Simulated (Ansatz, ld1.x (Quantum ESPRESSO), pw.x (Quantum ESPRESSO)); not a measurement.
## Which Si potential is closest to all-electron in the diamond crystal?

All use PBE, scalar-relativistic, no spin, cutoffs from each file’s atomic test, pw.x 7.5; 8³ k-points, Fermi–Dirac smearing 0.01 Ry. Δ is the rms difference from all-electron LAPW of the E(V) curves that follow from fits to the pressures, over ±6 % in volume. Mesh and smearing are coarse and serve the comparison alone. The files are a selection: those with a ghost or negative overlap were mostly not run, and those with noisy or unconverged pressures or nearly equal Δ are left out.

All-electron: a0 = 5.469 Å (V0 = 20.45 Å³/atom), B0 = 88.5 GPa.

**Question.** Rank them by Δ, smallest first.
A. norm-conserving Troullier–Martins (Kleinman–Bylander form), ld1.x (Quantum ESPRESSO) 7.5, PBE; core [Ne], reference 3s2 3p2; waves: 3s (bound): rc 1.90 bohr; 3p (bound): rc 2.45 bohr; 3d channel at 0.45 Ry: rc 2.20 bohr; local part: all-electron potential smoothed inside 2.10 bohr (lloc = -1); core correction: none.
B. norm-conserving RRKJ (Kleinman–Bylander form), ld1.x (Quantum ESPRESSO) 7.5, PBE; core [Ne], reference 3s2 3p2; waves: 3s (bound): rc 1.55 bohr; 3p (bound): rc 2.25 bohr; 3d channel at -0.1 Ry: rc 2.05 bohr; local part: the d channel; core correction: a·sin(br)/r model core, default radius (core density twice the valence density); rho0 0.02.
C. norm-conserving Troullier–Martins (Kleinman–Bylander form), ld1.x (Quantum ESPRESSO) 7.5, PBE; core [Ne], reference 3s2 3p2; waves: 3p (bound): rc 1.80 bohr; 3d channel at 0.1 Ry: rc 1.85 bohr; 3s (bound): rc 1.85 bohr; local part: the s channel; core correction: a·sin(br)/r model core inside 1.35 bohr.

**Answer.** A (0.6 meV/atom), C (1.6 meV/atom), B (3.2 meV/atom).
